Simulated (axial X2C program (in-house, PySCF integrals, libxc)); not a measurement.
**SN⁻: from the spin-free to the two-component result**

Calculated with an axial X2C code built on PySCF integrals. Spin-free means the one-electron spin-free X2C Hamiltonian; two-component (2c) means X2C with spin–orbit coupling and atomic mean-field two-electron Coulomb and Gaunt terms, so the difference of the two also holds small scalar two-electron terms. Basis: S dyall-av3z [9s8p3d2f], N dyall-av3z [7s7p3d2f] (cores contracted in-house); Gaussian nuclei, density fitting, unrestricted open shells. Masses: S 31.972 u, N 14.003 u.

Spin-free state: M_S = 1, Λ = 0 (beyond evenly filled blocks: π+α, π-α); fragments S- + N.

```tsv
level	Re (Å)	ωe (cm⁻¹)	De (eV)	μ (D)
PBE0	1.589	960.8	4.124	-1.16
HF	1.613	883.5	1.401	-0.53
MP2	1.573	1005.5	3.698	n/a
CCSD	1.598	947.1	3.495	n/a
CCSD(T)	1.601	941.2	3.700	n/a
PBE	1.603	918.1	4.645	-1.17
```

Correlated methods: 12 electrons correlated (number of frozen shells: S 2 s, 1 p; N 1 s), 196 virtual spin orbitals or spinors in MP2, 90 natural virtuals in coupled cluster.

Dipoles are positive if N is the positive end and refer to the centre of mass.

Two-component determinant lowest at the distance of the search:

Ω = 1 (⟨Sz⟩ = 1.00, ⟨Lz⟩ = 0.00 at HF); fragments S- + N.

```csv
level,Re (Å),ωe (cm⁻¹),De (eV),μ (D)
PBE0,1.589,960.5,4.123,-1.16
HF,1.613,883.2,1.371,-0.53
MP2,1.573,1005.3,3.679,n/a
CCSD,1.598,946.8,3.479,n/a
CCSD(T),1.601,941.0,3.682,n/a
PBE,1.603,917.8,4.645,-1.16
```

Problem. From the two tables, how do the constants change at the CCSD(T) level (2c against spin-free)?

Solution. At the CCSD(T) level Re is unchanged within 0.001 Å and ωe stays the same within 0.2 cm⁻¹; De changes by -0.018 eV.

Occupations by symmetry block were frozen at the best pattern of an incomplete PBE0 search. Dissociation energies refer to the lowest single-determinant-based atoms at the same level and basis. Density functionals use the spin component along the axis (collinear). CCSD and (T) use frozen natural virtuals with an MP2 correction for the truncation; (T) itself is uncorrected, so its De runs slightly low. The 2c atoms are single determinants rather than J levels; their spin–orbit lowering is only partly caught, and De is too large by that part. This holds for PBE0, PBE. PBE0 can misorder states that lie within some tenths of an eV, so this need not be the ground state of the molecule. The nearest other spin-free determinant of the search, M_S = 0, Λ = 2, lies 0.88 eV up at the distance of the search. The functionals have no current-density term, which raises determinants with orbital currents, atoms included. With several unpaired electrons one determinant need not be a pure state. Open-shell Ω = 0 determinants with evenly filled partner blocks cannot be reached by this program, so the Ω shown need not be the lowest component. This is the Ω = 1 component of a π² triplet; the 0⁺ component is not one determinant and can lie lowest. The highest occupied level of some functionals is positive through self-interaction error; at Hartree–Fock it is bound. Hartree–Fock gets electron affinities wrong, so its lowest charge split need not be the true one.
